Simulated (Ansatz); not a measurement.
Yttrium, hcp: convergence with cold smearing

Computed with Ansatz, PBE, scalar-relativistic PAW, on the relaxed cell (a = 3.654 Å, c = 5.699 Å (c/a = 1.560); spin not included). Errors count from a run at 420 eV on a Γ-centred 16×16×9 mesh with Fermi-Dirac smearing of 0.1 eV, extrapolated to zero width. Fixed here: cutoff 420 eV, mesh 10×10×6. The SCF starts from atomic densities corrected by a trained network.

| width (eV) | E(σ→0) error (meV/atom) | F error (meV/atom) | P (GPa) | SCF iterations |
| --- | --- | --- | --- | --- |
| 0.01 | -1.9 | -1.9 | -0.18 | 5 |
| 0.03 | -1.8 | -1.8 | -0.19 | 5 |
| 0.1 | -1.6 | -0.8 | -0.20 | 5 |
| 0.3 | 1.2 | -2.3 | -0.14 | 5 |
| 0.6 | -4.4 | -16.5 | -0.05 | 5 |
| 1.0 | -9.2 | -52.8 | 0.53 | 5 |

What does the run at 0.2 give (width)?

E(σ→0) error (meV/atom): 0.9; F error (meV/atom): 0.2; P (GPa): -0.16; SCF iterations: 5.
